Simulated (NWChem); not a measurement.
System: Al cation, singlet

Output (shortened):

```
             Northwest Computational Chemistry Package (NWChem) 7.3.0
             --------------------------------------------------------

                             Geometry "geometry" -> ""
                             -------------------------

 Output coordinates in angstroms (scale by  1.889725989 to convert to a.u.)

  No.       Tag          Charge          X              Y              Z
 ---- ---------------- ---------- -------------- -------------- --------------
    1 Al                  13.0000     0.00000000     0.00000000     0.00000000

 Effective nuclear repulsion energy (a.u.)       0.0000000000

                              NWChem Property Module
                              ----------------------

  itol2e modified to match energy
  convergence criterion.

                                 NWChem DFT Module
                                 -----------------

 Summary of "ao basis" -> "ao basis" (spherical)
 ------------------------------------------------------------------------------
       Tag                 Description            Shells   Functions and Types
 ---------------- ------------------------------  ------  ---------------------
 Al                         pcsseg-1                10       24   4s5p1d

  itol2e modified to match energy
  convergence criterion.

            General Information
            -------------------
          SCF calculation type: DFT
          Wavefunction type:  closed shell.
          No. of atoms     :     1
          No. of electrons :    12
           Alpha electrons :     6
            Beta electrons :     6
          Charge           :     1
          Spin multiplicity:     1
          Use of symmetry is: off; symmetry adaption is: off
          Maximum number of iterations: 150
          AO basis - number of functions:    24
                     number of shells:    10
          Convergence on energy requested:  1.00D-07
          Convergence on density requested:  1.00D-05
          Convergence on gradient requested:  5.00D-04

              XC Information
              --------------
                         PBE0 Method XC Functional
                     Hartree-Fock (Exact) Exchange  0.250
          PerdewBurkeErnzerhof Exchange Functional  0.750
            Perdew 1991 LDA Correlation Functional  1.000 local
           PerdewBurkeErnz. Correlation Functional  1.000 non-local

             Grid Information
             ----------------
          Grid used for XC integration:  fine
          Radial quadrature: Mura-Knowles
          Angular quadrature: Lebedev.
          Tag              B.-S. Rad. Rad. Pts. Rad. Cut. Ang. Pts.
          ---              ---------- --------- --------- ---------
          Al                  1.25      123           7.0       770
          Grid pruning is: on
          Number of quadrature shells:   123
          Spatial weights used:  Erf1

      Superposition of Atomic Density Guess
      -------------------------------------

 Sum of atomic energies:        -241.85500082

 Renormalizing density from      13.00 to     12

      Non-variational initial energy
      ------------------------------

 Total energy =    -229.880169
 1-e energy   =    -310.661680
 2-e energy   =      80.781511
 HOMO         =      -0.819063
 LUMO         =      -0.359241

   convergence    iter        energy       DeltaE   RMS-Dens  Diis-err
 ---------------- ----- ----------------- --------- --------- ---------
 d= 0,ls=0.0,diis     1   -241.8725284031 -2.42D+02  4.04D-02  4.30D+00
 d= 0,ls=0.0,diis     2   -241.9823762226 -1.10D-01  1.06D-02  9.93D-01
 d= 0,ls=0.0,diis     3   -242.0110409756 -2.87D-02  1.34D-04  4.76D-05
 d= 0,ls=0.0,diis     4   -242.0110422761 -1.30D-06  4.45D-06  8.42D-08
 d= 0,ls=0.0,diis     5   -242.0110422799 -3.73D-09  4.61D-07  3.72D-11

         Total DFT energy =     -242.011042279880
      One electron energy =     -332.841981960337
           Coulomb energy =      109.057361087034
    Exchange-Corr. energy =      -18.226421406577
 Nuclear repulsion energy =        0.000000000000

 Numeric. integr. density =       11.999999999702

                       DFT Final Molecular Orbital Analysis
                       ------------------------------------

 Vector    4  Occ=2.000000D+00  E=-3.042543D+00
              MO Center=  1.4D-16, -1.4D-16, -3.1D-18, r^2= 1.3D-01
   Bfn.  Coefficient  Atom+Function         Bfn.  Coefficient  Atom+Function
  ----- ------------  ---------------      ----- ------------  ---------------
     8      0.304496  1 Al px                 5      0.300973  1 Al px
     9     -0.287986  1 Al py                 6     -0.284654  1 Al py
    11      0.178476  1 Al px                10     -0.176559  1 Al pz
     7     -0.174516  1 Al pz                12     -0.168799  1 Al py
    13     -0.103487  1 Al pz

 Vector    5  Occ=2.000000D+00  E=-3.042543D+00
              MO Center=  5.9D-18,  1.5D-17, -5.9D-19, r^2= 1.3D-01
   Bfn.  Coefficient  Atom+Function         Bfn.  Coefficient  Atom+Function
  ----- ------------  ---------------      ----- ------------  ---------------
     8      0.337345  1 Al px                 5      0.333442  1 Al px
     9      0.246909  1 Al py                 6      0.244052  1 Al py
    11      0.197730  1 Al px                10      0.179057  1 Al pz
     7      0.176985  1 Al pz                12      0.144722  1 Al py
    13      0.104952  1 Al pz

 Vector    6  Occ=2.000000D+00  E=-5.759603D-01
              MO Center=  2.4D-16,  1.2D-16,  1.5D-17, r^2= 1.9D+00
   Bfn.  Coefficient  Atom+Function         Bfn.  Coefficient  Atom+Function
  ----- ------------  ---------------      ----- ------------  ---------------
     3      0.904599  1 Al s                  2     -0.475179  1 Al s
     4      0.222604  1 Al s                  1      0.074232  1 Al s

 Vector    7  Occ=0.000000D+00  E=-3.020445D-01
              MO Center= -4.7D-16, -2.9D-16, -1.6D-16, r^2= 3.1D+00
   Bfn.  Coefficient  Atom+Function         Bfn.  Coefficient  Atom+Function
  ----- ------------  ---------------      ----- ------------  ---------------
    16      0.419409  1 Al pz                14      0.416757  1 Al px
    19      0.322986  1 Al pz                17      0.320944  1 Al px
    15      0.227116  1 Al py                18      0.174902  1 Al py
    10     -0.078204  1 Al pz                 8     -0.077710  1 Al px
     7     -0.069087  1 Al pz                 5     -0.068650  1 Al px

 Vector    8  Occ=0.000000D+00  E=-3.020445D-01
              MO Center= -1.3D-16,  5.6D-16,  7.6D-18, r^2= 3.1D+00
   Bfn.  Coefficient  Atom+Function         Bfn.  Coefficient  Atom+Function
  ----- ------------  ---------------      ----- ------------  ---------------
    15      0.584784  1 Al py                18      0.450341  1 Al py
    14     -0.224657  1 Al px                17     -0.173008  1 Al px
     9     -0.109040  1 Al py                 6     -0.096328  1 Al py
    16     -0.093432  1 Al pz                19     -0.071952  1 Al pz
     8      0.041890  1 Al px                 5      0.037006  1 Al px

 Vector    9  Occ=0.000000D+00  E=-3.020445D-01
              MO Center= -5.6D-16, -2.8D-16, -7.1D-16, r^2= 3.1D+00
   Bfn.  Coefficient  Atom+Function         Bfn.  Coefficient  Atom+Function
  ----- ------------  ---------------      ----- ------------  ---------------
    16      0.465337  1 Al pz                14     -0.420731  1 Al px
    19      0.358355  1 Al pz                17     -0.324004  1 Al px
    15     -0.087285  1 Al py                10     -0.086768  1 Al pz
     8      0.078451  1 Al px                 7     -0.076652  1 Al pz
     5      0.069304  1 Al px                18     -0.067218  1 Al py

          -----------------------------------------
          Chemical Shielding Tensors (GIAO, in ppm)
          -----------------------------------------

                                NWChem CPHF Module
                                ------------------

  scftype          =     RHF
  nclosed          =        6
  nopen            =        0
  variables        =      108
  # of vectors     =        3
  tolerance        = 0.10D-03
  level shift      = 0.00D+00
  max iterations   =       50
  max subspace     =       30

 SCF residual:    3.9300335727074274E-008

Iterative solution of linear equations
  No. of variables      108
  No. of equations        3
  Maximum subspace       30
        Iterations       50
       Convergence  1.0D-04

   iter   nsub   residual    time
   ----  ------  --------  ---------
     1      3    9.89D-17       1.1

      Atom:    1  Al
        Diamagnetic
    784.4080     -0.0000     -0.0000
     -0.0000    784.4080      0.0000
     -0.0000      0.0000    784.4080

        Paramagnetic
      0.0000      0.0000      0.0000
      0.0000     -0.0000      0.0000
      0.0000      0.0000     -0.0000

        Total Shielding Tensor
    784.4080      0.0000      0.0000
      0.0000    784.4080      0.0000
      0.0000      0.0000    784.4080

           isotropic =     784.4080
          anisotropy =       0.0000

          Principal Components and Axis System
                 1           2           3
              784.4080    784.4080    784.4080

      1         1.0000      0.0000      0.0000
      2         0.0000      0.0000      1.0000
      3         0.0000      1.0000      0.0000
```

Level: PBE0/pcSseg-1, GIAO. Low-valent species are run as closed-shell singlets; no triplet was tried in these runs. The printed shielding anisotropy is the first printed principal value minus the mean of the other two.

Q: Write an input that gives this output.

A: Several could match; the one computed here: the input that was run:
```
start job
memory heap 200 mb stack 900 mb global 1100 mb
charge 1
geometry units angstroms noautosym nocenter noautoz
  Al     0.000000     0.000000     0.000000
end
basis spherical
  * library pcsseg-1
end
dft
  xc pbe0
  iterations 150
end
property
  shielding
end
task dft property
```
